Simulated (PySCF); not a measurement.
Parent: `[cH:1]1[cH:2][cH:3][pH:4][cH:5]1`, C4H5P.

Theory: PySCF 2.14.0, CAM-B3LYP/def2-SVP geometry optimisation, gas phase. One conformer each, not checked by frequencies here.

```tsv
coordinate of the parent	value
C1–C2	1.459 Å
C2–C3	1.351 Å
C3–P4	1.810 Å
P4–C5	1.810 Å
C1–C5	1.351 Å
C2–C1–C5	114.1°
C1–C2–C3	114.2°
C2–C3–P4	110.2°
C3–P4–C5	90.2°
C1–C5–P4	110.3°
```

**Question.** How does the shared frame change in `[NH2:1][c:2]1[cH:3][cH:4][cH:5][pH:6]1`, C4H6NP? Atoms pair as C1 = C3, C2 = C4, C3 = C5, P4 = P6, C5 = C2 (parent first).

**Answer.** 
```tsv
parent	relative	value in the relative	change
C1–C2	C3–C4	1.453 Å	-0.006
C2–C3	C4–C5	1.351 Å	0.000
C3–P4	C5–P6	1.812 Å	+0.002
P4–C5	P6–C2	1.840 Å	+0.030
C1–C5	C3–C2	1.360 Å	+0.009
C2–C1–C5	C4–C3–C2	113.5°	-0.6
C1–C2–C3	C3–C4–C5	115.8°	+1.6
C2–C3–P4	C4–C5–P6	110.0°	-0.2
C3–P4–C5	C5–P6–C2	90.0°	-0.2
C1–C5–P4	C3–C2–P6	110.1°	-0.2
```

Of the parent's bonds, P4–C5 changes most (+0.030 Å). Bonds of the relative outside the shared frame: N1–C2 1.373 Å.
